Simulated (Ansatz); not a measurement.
The cluster Si2B. The state is a doublet with charge 0. Geometry PBE0-D4/def2-TZVP.

| atom | x (Å) | y (Å) | z (Å) |
| --- | --- | --- | --- |
| B1 | 0.0392 | -0.7653 | -0.5383 |
| Si2 | -0.3092 | 1.0390 | -0.6851 |
| Si3 | 0.2700 | -0.2737 | 1.2235 |

At HF/STO-3G, r2SCAN-D4/def2-TZVPD the charge 0 doublet is spin-contaminated (final ⟨S²⟩ up to 1.64, 0.75 for a pure state). The structure comes from a short search, and lower isomers may exist.

Question: Estimate the α-spin orbital energies around the gap (eV) in Ansatz with HF/STO-3G, PBE-D4/def2-TZVP, PBE-D4/def2-TZVPD, r2SCAN-D4/def2-TZVPD, B97M-V/def2-TZVP.

Answer: 
```json
{"orbital": "HOMO−5", "HF/STO-3G": "-19.01", "PBE-D4/def2-TZVP": "-14.94", "PBE-D4/def2-TZVPD": "-14.95", "r2SCAN-D4/def2-TZVPD": "-15.68", "B97M-V/def2-TZVP": "-15.79"}
{"orbital": "HOMO−4", "HF/STO-3G": "-11.47", "PBE-D4/def2-TZVP": "-10.31", "PBE-D4/def2-TZVPD": "-10.32", "r2SCAN-D4/def2-TZVPD": "-10.65", "B97M-V/def2-TZVP": "-10.62"}
{"orbital": "HOMO−3", "HF/STO-3G": "-9.96", "PBE-D4/def2-TZVP": "-8.53", "PBE-D4/def2-TZVPD": "-8.54", "r2SCAN-D4/def2-TZVPD": "-8.96", "B97M-V/def2-TZVP": "-8.88"}
{"orbital": "HOMO−2", "HF/STO-3G": "-5.80", "PBE-D4/def2-TZVP": "-6.38", "PBE-D4/def2-TZVPD": "-6.39", "r2SCAN-D4/def2-TZVPD": "-6.59", "B97M-V/def2-TZVP": "-6.50"}
{"orbital": "HOMO−1", "HF/STO-3G": "-5.56", "PBE-D4/def2-TZVP": "-6.11", "PBE-D4/def2-TZVPD": "-6.13", "r2SCAN-D4/def2-TZVPD": "-6.36", "B97M-V/def2-TZVP": "-6.25"}
{"orbital": "HOMO", "HF/STO-3G": "-4.72", "PBE-D4/def2-TZVP": "-5.73", "PBE-D4/def2-TZVPD": "-5.74", "r2SCAN-D4/def2-TZVPD": "-6.06", "B97M-V/def2-TZVP": "-5.84"}
{"orbital": "LUMO", "HF/STO-3G": "5.59", "PBE-D4/def2-TZVP": "-3.83", "PBE-D4/def2-TZVPD": "-3.84", "r2SCAN-D4/def2-TZVPD": "-3.84", "B97M-V/def2-TZVP": "-3.72"}
{"orbital": "LUMO+1", "HF/STO-3G": "7.39", "PBE-D4/def2-TZVP": "-2.90", "PBE-D4/def2-TZVPD": "-2.91", "r2SCAN-D4/def2-TZVPD": "-2.78", "B97M-V/def2-TZVP": "-2.69"}
{"orbital": "LUMO+2", "HF/STO-3G": "9.03", "PBE-D4/def2-TZVP": "-1.73", "PBE-D4/def2-TZVPD": "-1.77", "r2SCAN-D4/def2-TZVPD": "-1.61", "B97M-V/def2-TZVP": "-1.53"}
{"orbital": "LUMO+3", "HF/STO-3G": "12.28", "PBE-D4/def2-TZVP": "-0.98", "PBE-D4/def2-TZVPD": "-1.07", "r2SCAN-D4/def2-TZVPD": "-0.67", "B97M-V/def2-TZVP": "-0.72"}
{"orbital": "LUMO+4", "HF/STO-3G": "18.12", "PBE-D4/def2-TZVP": "0.71", "PBE-D4/def2-TZVPD": "0.06", "r2SCAN-D4/def2-TZVPD": "0.62", "B97M-V/def2-TZVP": "0.97"}
{"orbital": "LUMO+5", "HF/STO-3G": "19.97", "PBE-D4/def2-TZVP": "1.28", "PBE-D4/def2-TZVPD": "0.17", "r2SCAN-D4/def2-TZVPD": "1.11", "B97M-V/def2-TZVP": "1.48"}
{"orbital": "β HOMO", "HF/STO-3G": "-4.23", "PBE-D4/def2-TZVP": "-5.90", "PBE-D4/def2-TZVPD": "-5.92", "r2SCAN-D4/def2-TZVPD": "-6.08", "B97M-V/def2-TZVP": "-6.03"}
{"orbital": "β LUMO", "HF/STO-3G": "4.70", "PBE-D4/def2-TZVP": "-4.78", "PBE-D4/def2-TZVPD": "-4.79", "r2SCAN-D4/def2-TZVPD": "-4.60", "B97M-V/def2-TZVP": "-4.78"}
```
